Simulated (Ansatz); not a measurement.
Breaking a bond: SMILES CN. The C1–N5 bond (C1 also carries H, H, H; N5 carries H, H) is stretched with both fragments frozen at the PBE0/def2-TZVP optimised geometry.

Method: unrestricted PBE/def2-TZVP (Ansatz, a first-principles code).

The batch members p0 to p7 hold the bond at 1.17, 1.25, 1.32, 1.36, 1.40, 1.45, 1.50, 1.55 Å.

Ansatz input:

Ansatz 0.2 input:
```yaml
# input.yaml
basis:
  gaussian: { orbitals: def2-tzvp }
hamiltonian:
  xc: pbe
batch:
  members: [p0.yaml, p1.yaml, p2.yaml, p3.yaml, p4.yaml, p5.yaml, p6.yaml, p7.yaml]

# p4.yaml, one of the 8 members of this batch
crystal:
  periodic: [false, false, false]
  atoms:
    - { symbol: C, position_ang: [0.0, 0.0, 0.0] }
    - { symbol: H, position_ang: [0.91998825, -0.46446803, -0.36193271] }
    - { symbol: H, position_ang: [-0.84638895, -0.52078936, -0.47104384] }
    - { symbol: H, position_ang: [0.0, 1.0306023, -0.36187496] }
    - { symbol: N, position_ang: [0.0, 0.0, 1.4] }
    - { symbol: H, position_ang: [0.00954162, -0.94712446, 1.75605107] }
    - { symbol: H, position_ang: [-0.84051572, 0.43664465, 1.75605355] }
total_charge: 0
magnetization:
  spin_polarized: true
```

Lines of the output on each member:

```
Member 0: Total energy: -2603.42060861 eV, -95.6739427045 hartree
Member 1: Total energy: -2604.77533754 eV, -95.7237280746 hartree
Member 2: Total energy: -2605.44217037 eV, -95.7482337288 hartree
Member 3: Total energy: -2605.66657355 eV, -95.7564803936 hartree
Member 4: Total energy: -2605.80319132 eV, -95.7615010042 hartree
Member 5: Total energy: -2605.87547359 eV, -95.7641573286 hartree
Member 6: Total energy: -2605.86245138 eV, -95.7636787711 hartree
Member 7: Total energy: -2605.78470695 eV, -95.7608217161 hartree
```

The unrestricted determinant behind UKS-PBE is spin-contaminated at 2.42 to 4.40 Å (<S²> up to 1.0, against 0.00 for a pure singlet).
